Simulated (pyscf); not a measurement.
H₃C–Zr(Cl)(Cl)–Cl (SMILES [CH3][Zr]([Cl])([Cl])[Cl]) + HCl (SMILES Cl) → CH₄ (SMILES C) + Cl–Zr(Cl)(Cl)–Cl (SMILES [Cl][Zr]([Cl])([Cl])[Cl]) (four-centre exchange; singlet surface; C–Zr, Cl–H broken, C–H, Cl–Zr formed). Single points on ωB97X-D3(BJ)/def2-SVP structures (PySCF, gas phase). Energies in eV from the separated reactants.

| level | barrier | reaction energy |
|---|---|---|
| ωB97X-D3(BJ)/def2-TZVP | … | -2.16 |
| PBE/def2-TZVP | 0.08 | -2.10 |
| B3LYP-D3(BJ)/def2-TZVP | 0.13 | -2.13 |
| PBE0-D3(BJ)/def2-TZVP | 0.04 | -2.09 |
| M06-2X/def2-TZVP | … | … |
| HF/def2-TZVP | 0.84 | -2.17 |

Complete the blanks.


- ωB97X-D3(BJ)/def2-TZVP, barrier: 0.00
- M06-2X/def2-TZVP, barrier: 0.15
- M06-2X/def2-TZVP, reaction energy: -2.05

The functionals in the table span 0.15 eV in this barrier, from ωB97X-D3(BJ) to M06-2X. On the reactant side the descent ends in an adduct with a Cl–Zr contact (not fully relaxed), 0.27 eV under the separated species and 0.27 eV under the saddle at ωB97X-D3(BJ)/def2-TZVP. What is counted as formed (Cl–Zr) is already present as a longer contact in the reactant adduct; forming that adduct is a step of its own. One saddle was located; it need not be the lowest between these sides. Elements past Kr carry the def2 core potentials, without spin-orbit coupling.
